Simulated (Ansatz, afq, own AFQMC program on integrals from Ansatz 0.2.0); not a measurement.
Integrals from Ansatz 0.2.0, then the random walk in our own AFQMC program (afq).

```yaml
crystal:
  periodic: [false, false, false]
  atoms:
    - {symbol: Al, position_ang: [0.000000, 0.000000, 0.000000]}
    - {symbol: N, position_ang: [0.000000, 0.000000, 1.985000]}
basis:
  gaussian: {orbitals: 6-31G}
magnetization: {spin_polarized: false}
correlation: {method: ccsd_t, electrons: outside_noble_gas, hamiltonian_folder: ham}
```

```sh
$ ansatz run in.yaml --threads 1 --pin off --events-out ev --progress --plain --max-ram 16896MiB --backend cuda --devices 0, --max-vram 18GiB
```

afq runs on the folder ham with

```
--method phaseless --trial cisd --walkers 4000 --populations 20 --least-time 60 --time-step 0.005 --steps-per-block 50 --equilibration-blocks 28 --max-blocks 4000 --target-error 0.00017 --factor-cut 1e-05 --seed 736 --release-times 0.24,0.51,0.99,1.62,2.4 --release-step 0.03 --release-every 3 --taylor-order 6
```

Times are imaginary, in 1/Eh. The walk had a cap of 122 s. With eight or more populations the least sampling time is a fifth of least-time, and the error comes from their spread.

Log:

```
orbitals 16  electrons 4 4  factors 87 of 270
reference energy -296.11621087 Eh
CCSD correlation -0.18528498 Eh in 18 cycles, weight of the determinant in the CISD state 0.5351
energy of the start -296.301488 Eh
 block  time / (1/Eh)  mean weight  energy / Eh
     1     0.250  0.9999  -296.300439
     2     0.500  1.0001  -296.301630
     3     0.750  0.9999  -296.303085
     4     1.000  1.0001  -296.304631
     5     1.250  0.9999  -296.306206
    10     2.500  1.0000  -296.310388
    56    14.000  1.0001  -296.312240
   111    27.750  1.0000  -296.312419
   166    41.500  1.0001  -296.311179
   188    47.000  0.9999  -296.308423
   221    55.250  0.9994  -296.315819
   276    69.000  0.9998  -296.309113
   331    82.750  0.9999  -296.312994
   342    85.500  1.0000  -296.316819
   386    96.500  0.9998  -296.312192
   441   110.250  1.0002  -296.312419
   463   115.750  0.9998  -296.312365
error from the spread of 20 populations
released: time / (1/Eh)  energy / Eh  error  mean overlap
  0.24  -296.313266  0.000189  0.9996
  0.51  -296.313814  0.000169  1.0000
  0.99  -296.314748  0.000148  1.0004
  1.62  -296.315557  0.000176  1.0033
  2.40  -296.315868  0.000285  1.0085
energy -296.312476 +/- 0.000169 Eh
(rows thinned)
```

The run passed its tests (sampling time, drift between the halves within three errors, error under three times the target), which doesn't prove that it has relaxed. The second half of the sampling lies above the first by 1.8 errors of their difference, so the energy may still be moving and its error bar be too small.

Against this walk (error 4.6 meV) on the same determinant: CCSD(T) 210.8 meV lower, CCSDT(Q) 366.6 meV lower, CCSDTQ 185.6 meV lower, full CI 184.4 meV lower. The error is statistical and leaves out the bias of the constraint. The released energies are still falling (meV from the phaseless value at times in 1/Eh: -22 ± 5 at 0.24, -36 ± 5 at 0.51, -62 ± 4 at 0.99, -84 ± 5 at 1.62, -92 ± 8 at 2.40), so they give no level; they do show a bias of the constraint, and the last of them that isn't too noisy lies 92 meV above full CI. Full CI is exact here, so the walk's 184 meV above it is the walk's own error: the bias of the constraint with this trial, or a walk that hasn't relaxed. The determinant is a poor start (see the cautions), so the low cluster orders aren't to be relied on, and full CI is the sure value.

Cautions: constraint bias not in the error; higher spins were not checked; restricted determinant unstable towards unrestricted (UHF 2.74 eV lower, ⟨S²⟩ 1.00); the search met a lower determinant of the same kind, perhaps of another symmetry (1.13 eV lower), and this one is a saddle point; strong correlation (T1 0.147, weight of the determinant 0.54, largest double 0.17); (T) is large, 10 % of the CCSD correlation; (Q) is large, 204 meV, so the cluster series hasn't closed; CCSDT(Q) is in doubt: in a space of 8 electrons in 8 natural orbitals full CI lies 161 meV above it; CCSDTQ on the UHF determinant differs (989 meV lower), perhaps since the unrestricted series falls towards higher spin.

The walk took 100 s on 1 × NVIDIA H100 80GB HBM3 with 2 threads of AMD EPYC 7R13 Processor (Zen 3), with other jobs on the host (the card was shared). The log's last line is the phaseless energy.

CCSDT and higher add their correlation energy to the determinant of the CCSD(T) run, since their own runs factorise the integrals more tightly (a shift of under 2 meV). A walk keeps the symmetry of its determinant, which the program's search chose and which needn't be the lowest solution, so a lower state of the same spin and another symmetry isn't excluded.
